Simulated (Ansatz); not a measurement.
**bcc Cs: properties by level of theory**

Reference values: lattice constant a 6.039 Å (measured, low-temperature or extrapolated to 0 K; zero-point anharmonic expansion removed; as tabulated in Csonka et al. (2009), arXiv:0903.4037); bulk modulus 2.11 GPa (measured, corrected for temperature and zero-point phonon effects, our sources range from 2.11 to 2.35; as tabulated in Levämäki et al. (2014), arXiv:1402.3671).

```csv
level (code),lattice parameter a (Å),bulk modulus B0 (GPa)
PBE (Ansatz),6.162,(withheld)
rVV10 (Ansatz),5.852,2.46
r²SCAN+SOC (Ansatz),6.271,(withheld)
```

Question: Complete the blanks.

Answer: 
- PBE (Ansatz, a program for electronic structure), bulk modulus B0 (GPa): 1.96
- r²SCAN+SOC (Ansatz), bulk modulus B0 (GPa): 1.85

Differences from the reference values (errors of the level alone only where the reference is corrected to a static lattice):

```
level       lattice constant a (%)  bulk modulus (%)
----------  ----------------------  ----------------
PBE                          +2.04              -7.1
rVV10                        -3.10             +16.6
r²SCAN+SOC                   +3.84             -12.3
```

Nearest: lattice constant a, PBE; bulk modulus, not told apart by this reference.

Ansatz's density-functional and Hartree–Fock values are scalar-relativistic unless marked +SOC, with PAW data made under PBE.

Differences are worked out from the printed values.

The computed numbers hold no vibrational or temperature effects.
